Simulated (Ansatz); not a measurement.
**NS⁺, singlet in cc-pVDZ: errors against UCCSDTQ**

Geometry: that of the NS⁺, triplet, kept fixed.

```yaml
atoms:
  - { symbol: N, position_ang: [0.0000, 0.0000, 0.0000] }
  - { symbol: S, position_ang: [0.0000, 0.0000, 1.5946] }
```

Basis cc-pVDZ; Ansatz 0.2.0. Correlated methods freeze the noble-gas cores, which leaves 10 electrons in 26 orbitals. R marks a restricted (for open shells ROHF) determinant, U an unrestricted one. Active spaces: valence = (10e, 8o) chosen from the atoms' valence shells.

Full CI isn't at hand for all of this; UCCSDTQ serves as the reference, and is uncertain by the last step of the cluster series or more. The frozen core follows each run's orbitals, which can shift R against U totals by a few meV.

Unrestricted rows (U) aren't spin-pure: their determinants' ⟨S²⟩ exceeds S(S+1) by up to 1.31, so they mix in states of higher spin.

```
UHF ⟨S²⟩                          : 1.305
T1 diagnostic (RCCSD)             : 0.0287
largest doubles amplitude (RCCSD) : 0.167
```

```json
{"level": "RHF", "E − E(UCCSDTQ) (kJ/mol)": "950.7", "share of correlation (%)": "0.00", "wall time": "–"}
{"level": "UHF", "E − E(UCCSDTQ) (kJ/mol)": "804.2", "share of correlation (%)": "15.41", "wall time": "–"}
{"level": "RMP2", "E − E(UCCSDTQ) (kJ/mol)": "31.9", "share of correlation (%)": "96.64", "wall time": "–"}
{"level": "UMP2", "E − E(UCCSDTQ) (kJ/mol)": "260.0", "share of correlation (%)": "72.65", "wall time": "–"}
{"level": "CISD", "E − E(UCCSDTQ) (kJ/mol)": "156.0", "share of correlation (%)": "83.59", "wall time": "0.58 s"}
{"level": "RCCSD*", "E − E(UCCSDTQ) (kJ/mol)": "68.3", "share of correlation (%)": "92.81", "wall time": "–"}
{"level": "UCCSD*", "E − E(UCCSDTQ) (kJ/mol)": "71.0", "share of correlation (%)": "92.53", "wall time": "–"}
{"level": "RCCSD(T)*", "E − E(UCCSDTQ) (kJ/mol)": "7.9", "share of correlation (%)": "99.17", "wall time": "0.79 s"}
{"level": "UCCSD(T)*", "E − E(UCCSDTQ) (kJ/mol)": "24.3", "share of correlation (%)": "97.44", "wall time": "1.9 s"}
{"level": "BCCD(T)*", "E − E(UCCSDTQ) (kJ/mol)": "7.5", "share of correlation (%)": "99.21", "wall time": "0.85 s"}
{"level": "RCCSDT", "E − E(UCCSDTQ) (kJ/mol)": "9.5", "share of correlation (%)": "99.00", "wall time": "–"}
{"level": "UCCSDT*", "E − E(UCCSDTQ) (kJ/mol)": "10.6", "share of correlation (%)": "98.89", "wall time": "–"}
{"level": "CISDTQ", "E − E(UCCSDTQ) (kJ/mol)": "14.3", "share of correlation (%)": "98.50", "wall time": "3.7 s (H100)"}
{"level": "RCCSDT(Q)", "E − E(UCCSDTQ) (kJ/mol)": "-2.8", "share of correlation (%)": "100.29", "wall time": "2 s"}
{"level": "UCCSDT(Q)*", "E − E(UCCSDTQ) (kJ/mol)": "-0.9", "share of correlation (%)": "100.10", "wall time": "7 s"}
{"level": "RCCSDTQ", "E − E(UCCSDTQ) (kJ/mol)": "-0.1", "share of correlation (%)": "100.01", "wall time": "10 s (H100)"}
{"level": "CASSCF (valence space)", "E − E(UCCSDTQ) (kJ/mol)": "460.9", "share of correlation (%)": "51.52", "wall time": "–"}
{"level": "NEVPT2 (valence space)", "E − E(UCCSDTQ) (kJ/mol)": "89.4", "share of correlation (%)": "90.60", "wall time": "1.2 s"}
{"level": "MRCISD (valence space)", "E − E(UCCSDTQ) (kJ/mol)": "26.0", "share of correlation (%)": "97.26", "wall time": "–"}
{"level": "MRCISD+Q (valence space)", "E − E(UCCSDTQ) (kJ/mol)": "-1.8", "share of correlation (%)": "100.19", "wall time": "2 s"}
```

An asterisk marks runs whose energy the program itself flagged as in doubt.

The correlation energy at UCCSDTQ, counted from RHF, is -9.854 eV. That run took 58 s on 2 threads of AMD EPYC 7R13 with a shared H100 80 GB, shared host.

Times hold each run's SCF and search for its determinant on a shared host, so for small cases they say little of a method's own cost; rows without a card ran on 1 thread of AMD EPYC 7R13.

Natural occupations of CASSCF (valence space) about the gap: 1.995 1.984 1.954 1.875 1.875 0.134 0.134 0.049; effectively unpaired electrons, Σ n²(2−n)², 0.25.
